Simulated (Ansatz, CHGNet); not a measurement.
How well does each level of theory give the lattice constant a of rock-salt TiC?

Reference value: 4.33 Å (measured, temperature not stated, no zero-point or thermal correction; as tabulated in Zhang et al. (2018), doi:10.1088/1367-2630/aac7f0).

| level (code) | value (Å) | difference (%) |
|---|---|---|
| CHGNet 0.3.0 (CHGNet) | 4.333 | +0.07 |
| LDA (Ansatz) | 4.261 | -1.59 |
| PBE (Ansatz) | 4.333 | +0.07 |
| PBE-D3(BJ) (Ansatz) | 4.291 | -0.90 |
| PBE-D4 (Ansatz) | 4.305 | -0.58 |
| r²SCAN (Ansatz) | 4.328 | -0.05 |
| HSE06 (Ansatz) | 4.305 | -0.58 |

The reference's temperature isn't stated, so close values are not ranked against it. Off by more than 1.25 % (a bound picked here): LDA (-1.59 %).

The measured value isn't corrected to a static lattice, so vibrations enter the comparison. A static lattice is as a rule a little smaller than the measured one.  Cutoffs and k meshes differ between the levels. Ansatz's density-functional and Hartree–Fock values are scalar-relativistic unless marked +SOC, with PAW data made under PBE.

Machine-learned potentials (CHGNet 0.3.0) are trained on DFT data, which may include these solids.

Differences are worked out from the printed values.

Ansatz is an electronic-structure program.
